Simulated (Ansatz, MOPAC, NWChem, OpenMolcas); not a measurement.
**How methods differ on SiH3F (SMILES F[SiH3])**

The species is SiH3F (5 atoms), meant as a singlet with charge 0. As SMILES, `F[SiH3]`. The shape is that of a PBE0-D4/def2-TZVP optimisation.

Quantity: the dipole moment, in D. The values are calculated.

| level | kind | program | value (D) | CPU time |
| --- | --- | --- | --- | --- |
| PM6 | semi-empirical | MOPAC | 1.41 | under 2 s |
| HF/def2-TZVPP | Hartree–Fock | OpenMolcas | 1.44 | 25 s |
| SVWN5/def2-TZVPP | LDA | NWChem | 1.25 | 17 s |
| PBE/def2-TZVPP | GGA | NWChem | 1.17 | 20 s |
| r2SCAN/def2-TZVPP | meta-GGA | NWChem | 1.20 | 19 s |
| PBE0/def2-TZVPP | global hybrid | NWChem | 1.27 | 15 s |
| wB97X/def2-TZVPP | range-separated hybrid | NWChem | 1.29 | 73 s |
| MP2/def2-TZVPP | perturbation theory | Ansatz | 1.25 | 1.5 s |

The values span 1.17 to 1.44 D. Times are those of the runs behind each value, whatever else they computed, on shared processors of several kinds: orders of magnitude only.
